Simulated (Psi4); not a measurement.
**MP3/aug-cc-pVDZ run of AlPH6 (Al(PH3)H3)**

Aim: the energy change on altering one bond length of AlPH6 (Al(PH3)H3) at MP3/aug-cc-pVDZ, from 2 runs. 

The calculation is run with Psi4 1.11.

2 further runs of the same task are left out: 2 set aside as unsound or not needed.

**1. The system as given**

AlPH6 has 8 atoms, charge 0, and is taken as a singlet. SMILES: `[H][Al]([H])([H])<-[PH3]`. The shape comes from GFN2-xTB, which is rough for such elements, and wasn't checked as a minimum.

Bond lengths: Al1–P2 2.511 Å, P2–H3 1.382 Å, P2–H4 1.382 Å, P2–H5 1.382 Å, Al1–H6 1.569 Å, Al1–H7 1.567 Å, Al1–H8 1.569 Å. Some angles: Al1–P2–H3 122.1°, Al1–P2–H4 121.1°, Al1–P2–H5 122.9°, P2–Al1–H6 95.6°, P2–Al1–H7 95.8°, P2–Al1–H8 95.7°, H3–P2–H4 94.5°, H3–P2–H5 94.5°, H4–P2–H5 94.5°, H6–Al1–H7 119.1°.

**2. A single-point energy at MP3/aug-cc-pVDZ**

Input file input.in:

```
memory 1600 mb

molecule system {
  0 1
  Al    -0.00891951     0.02004999    -2.78124222
  P     -0.00801244    -0.00230547     1.96304750
  H      1.26798733     1.80013421     3.35830789
  H      0.96296664    -2.02389668     3.30267435
  H     -2.19623970     0.15146155     3.38170269
  H      2.94230358    -0.01944528    -3.06969001
  H     -1.44862625     2.59126805    -3.06842390
  H     -1.51145965    -2.51726638    -3.08637630
  units bohr
  symmetry c1
  no_reorient
  no_com
}

set {
  basis           aug-cc-pVDZ
  reference       rhf
  puream          true
  e_convergence   1e-09
  d_convergence   1e-08
  scf_type        pk
  num_frozen_docc 10
  mp_type         conv
}

energy('mp3')
```

Command:

```bash
$ psi4 -n 1 input.in input.out
```

input.out, shortened:

```text
[...]
  Running in c1 symmetry.
[...]
  Nuclear repulsion =   87.776779275103991
[...]
  Multiplicity = 1
[...]
  Nalpha       = 17
  Nbeta        = 17
[...]
    Number of basis functions: 108
[...]
   @RHF iter   1:  -586.05768753123857   -5.16753e-01   1.89986e-03 DIIS/ADIIS
[...]
   @RHF iter   9:  -586.11525314569019   -5.11591e-11   6.89696e-09 DIIS
[...]
    Orbital Energies [Eh]
    ---------------------
    Doubly Occupied:
       1A    -79.999050     2A    -58.434851     3A     -7.544064
       4A     -5.438421     5A     -5.438416     6A     -5.437194
       7A     -4.851680     8A     -3.166979     9A     -3.164606
      10A     -3.164603    11A     -0.920327    12A     -0.580592
      13A     -0.575247    14A     -0.575082    15A     -0.434232
      16A     -0.405069    17A     -0.404788
[...]
  @RHF Final Energy:  -586.11525314569019
   => Energetics <=
    Nuclear Repulsion Energy =             87.7767792751039906
    One-Electron Energy =                -986.7136639001001868
    Two-Electron Energy =                 312.8216314793060633
    Total Energy =                       -586.1152531456900761
[...]
 Multipole Moments:
 ------------------------------------------------------------------------------------
     Multipole            Electronic (a.u.)      Nuclear  (a.u.)        Total (a.u.)
 ------------------------------------------------------------------------------------
 L = 1.  Multiply by 2.5417464519 to convert [e a0] to [Debye]
 Dipole X            :          0.2182583           -0.2192083           -0.0009500
 Dipole Y            :         -0.2135588            0.2083233           -0.0052355
 Dipole Z            :          7.4621877           -5.8922416            1.5699460
 Magnitude           :                                                    1.5699550
[...]
	SCS-MP2 Total Energy (a.u.)        :  -586.36208096071516
	SOS-MP2 Total Energy (a.u.)        :  -586.37098102250513
[...]
	SOS-PI-MP2 Total Energy (a.u.)     :  -586.39065239764477
[...]
	MP2 Total Energy (a.u.)            :  -586.34428083713476
[...]
	SCS-MP3 Total Energy (a.u.)        :  -586.37293156055216
[...]
	MP3 Total Energy (a.u.)            :  -586.38768323648299
[...]
```

Wall time 27 s (1 thread of Intel Xeon 6975P-C (Granite Rapids), shared host); peak memory 1.2 GiB.

**3. The distorted shape**

Input file input.json:

```json
{
  "schema_name": "qcschema_input",
  "schema_version": 1,
  "molecule": {
    "schema_name": "qcschema_molecule",
    "schema_version": 2,
    "symbols": ["Al", "P", "H", "H", "H", "H", "H", "H"],
    "geometry": [-1.02972499, -1.42191119, -3.89745809, -1.02881792, -1.44426665, 0.84683163, 1.26798733, 1.80013421, 3.35830789, -0.05783885, -3.46585787, 2.18645848, -3.21704519, -1.29049964, 2.26548683, 1.92149809, -1.46140647, -4.18590588, -2.46943174, 1.14930686, -4.18463977, -2.53226513, -3.95922756, -4.20259216],
    "molecular_charge": 0,
    "molecular_multiplicity": 1,
    "fix_symmetry": "c1"
  },
  "driver": "energy",
  "model": {
    "method": "mp3",
    "basis": "aug-cc-pVDZ"
  },
  "keywords": {
    "puream": true,
    "e_convergence": 1e-09,
    "d_convergence": 1e-08,
    "scf_type": "pk",
    "num_frozen_docc": 10,
    "mp_type": "conv"
  }
}
```

Command:

```bash
$ psi4 --qcschema input.json -n 1 --memory 1600MB
```

stdout, shortened:

```text
[...]
  Running in c1 symmetry.
[...]
  Nuclear repulsion =   84.570503358378872
[...]
  Multiplicity = 1
[...]
  Nalpha       = 17
  Nbeta        = 17
[...]
    Number of basis functions: 108
[...]
   @RHF iter   1:  -585.87378478548408   -6.65726e-01   2.19438e-03 DIIS/ADIIS
[...]
   @RHF iter  11:  -585.97649900103875   -1.43245e-11   3.11084e-09 DIIS
[...]
    Orbital Energies [Eh]
    ---------------------
    Doubly Occupied:
       1A    -80.049650     2A    -58.444170     3A     -7.586367
       4A     -5.479914     5A     -5.479770     6A     -5.478715
       7A     -4.861116     8A     -3.176461     9A     -3.173937
      10A     -3.173823    11A     -0.898879    12A     -0.590799
      13A     -0.589368    14A     -0.469049    15A     -0.417980
      16A     -0.410317    17A     -0.383938
[...]
  @RHF Final Energy:  -585.97649900103875
   => Energetics <=
    Nuclear Repulsion Energy =             84.5705033583788719
    One-Electron Energy =                -979.7655008639675316
    Two-Electron Energy =                 309.2184985045499275
    Total Energy =                       -585.9764990010387464
[...]
 Multipole Moments:
 ------------------------------------------------------------------------------------
     Multipole            Electronic (a.u.)      Nuclear  (a.u.)        Total (a.u.)
 ------------------------------------------------------------------------------------
 L = 1.  Multiply by 2.5417464519 to convert [e a0] to [Debye]
 Dipole X            :         -0.7354077            0.5056906           -0.2297171
 Dipole Y            :         -0.9738482            0.6383251           -0.3355232
 Dipole Z            :         -0.5031589            1.7526375            1.2494786
 Magnitude           :                                                    1.3139797
[...]
	SCS-MP2 Total Energy (a.u.)        :  -586.24234887040097
	SOS-MP2 Total Energy (a.u.)        :  -586.25259887895584
[...]
	SOS-PI-MP2 Total Energy (a.u.)     :  -586.27383733110332
[...]
	MP2 Total Energy (a.u.)            :  -586.22184885329148
[...]
	SCS-MP3 Total Energy (a.u.)        :  -586.25474766384082
[...]
	MP3 Total Energy (a.u.)            :  -586.27144402705107
[...]
```

The result, in JSON:

```text
{
 "driver": "energy",
 "model": {
  "method": "mp3",
  "basis": "aug-cc-pVDZ"
 },
 "success": true,
 "return_result": -586.2714440270511,
 "properties": {
  "calcinfo_nbasis": 108,
  "calcinfo_nmo": 108,
  "calcinfo_nalpha": 17,
  "calcinfo_nbeta": 17,
  "calcinfo_natom": 8,
  "nuclear_repulsion_energy": 84.57050335837887,
  "return_energy": -586.2714440270511,
  "scf_one_electron_energy": -979.7655008639675,
  "scf_two_electron_energy": 309.2184985045499,
  "scf_dipole_moment": [-0.22971707506523065, -0.33552316476576727, 1.2494786154242035],
  "scf_total_energy": -585.9764990010387,
  "scf_iterations": 11,
  "mp2_same_spin_correlation_energy": -0.03296533077803417,
  "mp2_opposite_spin_correlation_energy": -0.21238452147466716,
  "mp2_singles_energy": 0.0,
  "mp2_doubles_energy": -0.2453498522527013,
  "mp2_correlation_energy": -0.24534985225272976,
  "mp2_total_energy": -586.2218488532915
 }
}
```

Run time: 25 s. Hardware: 1 thread of Intel Xeon 6975P-C (Granite Rapids), shared host; peak memory 1.2 GiB.

**4. Results**

At MP3/aug-cc-pVDZ, 10 core orbitals frozen:

| quantity | value |
| --- | --- |
| first shape: total energy | -586.38768 Eh |
| first shape: HOMO energy (Hartree–Fock orbitals) | -11.01 eV |
| first shape: LUMO energy (Hartree–Fock orbitals) | 0.68 eV |
| first shape: HOMO–LUMO gap (Hartree–Fock orbitals) | 11.70 eV |
| first shape: correlation energy (10 core orbitals frozen) | -272.4 mEh |
| distorted shape: total energy | -586.27144 Eh |
| distorted shape: HOMO energy (Hartree–Fock orbitals) | -10.45 eV |
| distorted shape: LUMO energy (Hartree–Fock orbitals) | -1.22 eV |
| distorted shape: HOMO–LUMO gap (Hartree–Fock orbitals) | 9.23 eV |
| distorted shape: correlation energy (10 core orbitals frozen) | -294.9 mEh |
| energy change with the P2–H3 bond stretched from 1.382 to 2.488 Å | 3.163 eV |

In words: One bond (distorted shape) is far stretched, which a spin-restricted single reference describes badly; perturbation theory on it can break down and give far too much correlation. With the P2–H3 bond stretched from 1.382 to 2.488 Å the energy rises by 3.16 eV (73 kcal/mol). The first shape isn't relaxed at this level, so the change isn't measured from a minimum. A restricted reference can't describe the breaking bond well at this length.
